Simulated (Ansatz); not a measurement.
Ansatz (an electronic-structure program) input (B3LYP-D3(BJ)/def2-TZVP):

Ansatz 0.2 input:
```yaml
crystal:
  periodic: [false, false, false]
  atoms:
    - {symbol: C, position_ang: [-0.00799028, 0.20723787, 0.60124626]}
    - {symbol: C, position_ang: [-0.00288708, 1.36859288, -0.30273178]}
    - {symbol: C, position_ang: [-0.01970722, -1.12760938, -0.17636437]}
    - {symbol: H, position_ang: [-0.89566355, 0.22949446, 1.23952410]}
    - {symbol: H, position_ang: [0.88094840, 0.21867277, 1.23717200]}
    - {symbol: H, position_ang: [-0.02471751, -1.96436254, 0.51808614]}
    - {symbol: H, position_ang: [0.92040358, 1.75617106, -0.68743300]}
    - {symbol: H, position_ang: [-0.91983186, 1.73239302, -0.72416567]}
    - {symbol: H, position_ang: [-0.90409393, -1.18798781, -0.80566087]}
    - {symbol: H, position_ang: [0.86120158, -1.20146885, -0.80913728]}
basis:
  gaussian:
    orbitals: def2-TZVP
hamiltonian:
  xc: b3lyp
  dispersion: d3bj
magnetization: {spin_polarized: true, initial_magnetization: 1}
relax: {f_tol: 0.002, max_steps: 150}
```

End of the output:

```
mean field -3225.09582246 eV, -118.5200854269 hartree, gradient 2.4e-5 eV, S^2 0.753919; 1 other end points of the search recorded, 0 dependent functions left out
the calculation of the forces begins
reference -3225.09607574 eV, -118.5200947349 hartree; 13, 12 occupied and 122, 123 virtual orbitals, 848 factors
Total energy: -3225.34131351 eV, -118.5291070566 hartree
Atom 0 at    -0.008551     0.201179     0.591324 Å, force    -0.000042     0.000165    -0.000590 eV/Å
Atom 1 at    -0.002944     1.384036    -0.307341 Å, force     0.000044    -0.000233     0.000140 eV/Å
Atom 2 at    -0.019239    -1.139359    -0.173181 Å, force     0.000018    -0.000093    -0.000047 eV/Å
Atom 3 at    -0.886056     0.232218     1.244630 Å, force    -0.000183     0.000140     0.000191 eV/Å
Atom 4 at     0.870564     0.221574     1.242262 Å, force     0.000057     0.000196     0.000166 eV/Å
Atom 5 at    -0.025230    -1.980677     0.523545 Å, force     0.000032    -0.000577     0.000158 eV/Å
Atom 6 at     0.925004     1.788568    -0.689045 Å, force    -0.000061    -0.000051    -0.000132 eV/Å
Atom 7 at    -0.925027     1.770478    -0.721065 Å, force     0.000102     0.000120     0.000151 eV/Å
Atom 8 at    -0.902448    -1.216732    -0.809565 Å, force     0.000210     0.000123    -0.000045 eV/Å
Atom 9 at     0.861589    -1.230152    -0.811028 Å, force    -0.000178     0.000212     0.000007 eV/Å
Dipole moment:     0.000182    -0.062642     0.013907 e Å
```

It need not be the lowest isomer of its formula.
